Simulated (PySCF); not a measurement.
**How exact exchange moves a shielding**

Molecule: SMILES F/C=C\CF, C₃H₄F₂.

Atoms are numbered as in `[F:1]/[CH:2]=[CH:3]\[CH2:4][F:5]`. Each H is labelled by its parent atom.

GIAO shieldings (ppm, equivalent atoms averaged) in PySCF on the PBE0-D3(BJ)/def2-SVP geometry, basis pcSseg-2, gas phase, non-relativistic:

```tsv
functional	exact exchange (%)	σ(F1)	σ(F5)	σ(C2)	σ(C4)
BLYP	0	273.7	399.3	13.1	94.2
BP86	0	273.7	403.8	17.9	99.2
PBE	0	271.4	402.4	17.6	99.2
PBE0	25	295.9	415.7	21.9	106.8
mPW1PW91	25	296.6	415.8	21.2	106.1
BHandHLYP	50	319.0	424.1	22.2	109.2
HF	100	351.9	441.5	34.2	122.0
```

(1) Fit each shielding as a line in the percentage of exact exchange.

(2) What does the line predict for B3LYP (20 %), and what does the run give?

## Answers

(1) σ(F1) = 274.5 + 0.80 x (rms 2.5 ppm); σ(F5) = 403.2 + 0.40 x (rms 2.2 ppm); σ(C2) = 16.3 + 0.17 x (rms 1.9 ppm); σ(C4) = 98.4 + 0.24 x (rms 2.0 ppm). The functionals also differ in their semilocal parts, which the line can't hold; Hartree–Fock has no correlation at all.

(2) σ(F1): 290.5 predicted, 293.6 computed; σ(F5): 411.2 predicted, 410.9 computed; σ(C2): 19.7 predicted, 16.6 computed; σ(C4): 103.2 predicted, 100.7 computed ppm.
